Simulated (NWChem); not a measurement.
Atomisation of formamide (CH$_{3}$NO)

```xyz
6

N     -0.1950    -1.0788     0.0000
C     -0.3115     0.2767     0.0000
O      0.6121     1.0582     0.0000
H      0.7294    -1.4970     0.0000
H     -1.0089    -1.6799     0.0000
H     -1.3832     0.6024     0.0000
```
Charge 0, spin multiplicity 1.

Program: NWChem. All single points use one geometry, from B3LYP/def2-SVP, a minimum by its harmonic frequencies. It is one conformer; others weren't searched.

Basis set: def2-TZVP. The atomisation energy is electronic alone: no zero-point, thermal, spin-orbit or counterpoise terms. No value is extrapolated to the basis-set limit. Free atoms are single determinants with multiplicities N 4, C 3, O 3, H 2. Correlated methods freeze the same cores in atoms and molecule, 3 orbitals in all.

B3LYP has NWChem's definition, with VWN1-RPA local correlation. No SCF solution was tested for a lower state. Open-shell Hartree-Fock references start from PBE0 orbitals.

Question: For the atomisation energy, PBE0 gives 568.4 kcal/mol and HF gives 374.0 kcal/mol. What do MP2, BLYP, PBE give?

Answer: MP2: 557.0 kcal/mol; BLYP: 574.9 kcal/mol; PBE: 590.3 kcal/mol.
